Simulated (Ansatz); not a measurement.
Task: a rigid torsion scan of C₂H₆O₂, SMILES COCO, with Ansatz 0.2.0 through its Python package. Give the script and its output. Level of theory (for the species named): PBE, def2-SVP basis, multiplicity 1.

```xyz
10

C    -0.0266    1.2669   -0.5141
O    -0.4192    0.3445    0.4587
C     0.2148   -0.8796    0.2155
O     0.0144   -1.7427    1.2920
H    -0.3609    0.9541   -1.5395
H    -0.6216    2.2495   -0.3104
H     1.0243    1.5299   -0.4937
H     1.3709   -0.7212    0.1972
H    -0.0854   -1.3154   -0.6675
H    -1.0277   -1.7372    1.3648
```

The script, `torsion_c2h6o2.py`:
```python
'''Rigid torsion scan of C2H6O2.'''

import ansatz as az
from ase import Atoms

atoms = Atoms(['C', 'O', 'C', 'O', 'H', 'H', 'H', 'H', 'H', 'H'], positions=[
    [-0.0266, 1.2669, -0.5141],
    [-0.4192, 0.3445, 0.4587],
    [0.2148, -0.8796, 0.2155],
    [0.0144, -1.7427, 1.292],
    [-0.3609, 0.9541, -1.5395],
    [-0.6216, 2.2495, -0.3104],
    [1.0243, 1.5299, -0.4937],
    [1.3709, -0.7212, 0.1972],
    [-0.0854, -1.3154, -0.6675],
    [-1.0277, -1.7372, 1.3648],
])

# relax first, so that the scan starts from a minimum
first = (
    az.Crystal.molecule_from_ase(atoms).calculation()
    .basis(gaussian='def2-SVP')
    .functional('pbe')
    .relax(force_tolerance=0.02, max_steps=80)
)
atoms.positions = first.run().report['positions_ang']

start = atoms.get_dihedral(2, 1, 0, 4)
energies = {}
for turn in range(0, 121, 15):
    turned = atoms.copy()
    turned.set_dihedral(2, 1, 0, 4, start + turn, indices=[0, 4, 5, 6])
    job = az.Crystal.molecule_from_ase(turned).calculation().basis(gaussian='def2-SVP').functional('pbe')
    energies[round((start + turn) % 360)] = job.run().report['free_energy_ev']
floor = min(energies.values())
print('dihedral C2-O1-C0-H4 (deg)   E - E(min) (kcal/mol)')
for angle, e in sorted(energies.items()):
    print(f'{angle:8d} {23.060548 * (e - floor):14.3f}  ' + '#' * int(30 * (e - floor) / max(max(energies.values()) - floor, 1e-9)))
```

Output of `python torsion_c2h6o2.py`:
```text
dihedral C2-O1-C0-H4 (deg)   E - E(min) (kcal/mol)
      58          0.000
      73          0.358  ###
      88          1.301  #############
     103          2.361  ########################
     118          2.941  ##############################
     133          2.737  ###########################
     148          1.981  ####################
     163          1.213  ############
     178          0.898  #########
```

The scan is rigid and the energies are electronic, in a modest basis. With rigid groups the curve can differ much from the relaxed path, the start wasn't checked as a minimum of this torsion, and equivalent turns needn't return to the same energy. Hardware and time: 26 s on 1 thread of Arm Neoverse V2, on a shared host, peak memory 0.19 GiB.

(Lines on the test bed's own set-up are left out of the output.)
